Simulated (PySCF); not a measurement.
A database entry of computed molecular properties. Lists by class give the value and the number of equivalent atoms.

```json
{
 "name": "BH2(SiH3)",
 "formula": "BH5Si",
 "smiles": "[H]B([H])[SiH3]",
 "charge": 0,
 "multiplicity": 1,
 "geometry_level": "PBE0-D3(BJ)/def2-SVP",
 "electronic_structure_code": "PySCF",
 "results": {
  "PBE0-D3(BJ)/def2-SVP geometry optimisation, gas phase": {
   "point_group": "Cs",
   "rotational_constants_GHz": [62.71, 10.674, 10.199]
  },
  "CAM-B3LYP/def2-SVPD ground state and vertical TDDFT (core frozen in the response)": {
   "dipole_D": 0.36,
   "homo_eV": -9.85,
   "lumo_eV": -1.31,
   "S1_eV": 4.27,
   "strongest_line_of_10_singlets_eV": 8.76,
   "T1_tda_eV": 3.43,
   "polarisability_au": 46.3,
   "r2_bohr2_about_centre_of_nuclear_charge": 179.0,
   "singlets_eV_and_f": [
    [4.27, 0.003],
    [5.37, 0.001],
    [6.72, 0.004],
    [6.82, 0.071],
    [8.04, 0.015],
    [8.37, 0.01],
    [8.62, 0.014],
    [8.76, 0.415],
    [8.88, 0.016],
    [9.29, 0.112]
   ],
   "triplets_tda_eV": [3.43, 4.72, 6.09, 6.43]
  },
  "PBE0/pcSseg-1 ground state and GIAO shieldings, non-relativistic": {
   "shift_vs_computed_TMS_H_by_class_ppm": [
    [10.61, 2],
    [3.78, 3]
   ],
   "shielding_other_nuclei_by_class_ppm": [
    ["B", -20.3, 1],
    ["Si", 452.1, 1]
   ]
  },
  "delta-SCF UKS SCAN, pcX-2 on the ionised atom, pcseg-1 elsewhere, spin-free X2C; 2p3/2 from a spin–orbit splitting computed afterwards within the 2p shell": {
   "core_binding_eV": [
    ["Si2p3/2", 106.62, 1],
    ["B1s", 196.61, 1],
    ["Si1s", 1846.32, 1]
   ]
  }
 }
}
```

The polarisability is 6.86 Å³ as a volume (1 au = 0.148185 Å³), or 1.93 au for each of the 24 electrons. The rotational constants make it an asymmetric top with κ = (2B − A − C)/(A − C) = -0.98, nearer the prolate limit (−1). With B = h/(8π²I), that is 505.379 GHz u Å² over I, the principal moments of inertia are 8.1, 47.3 and 49.6 u Å² (most abundant isotopes). S1 lies 4.27 eV below the HOMO–LUMO gap; its leading configuration is HOMO→LUMO, weight 0.97. In atomic units the dipole is 0.14 e·bohr (1 au = 2.5417 D).

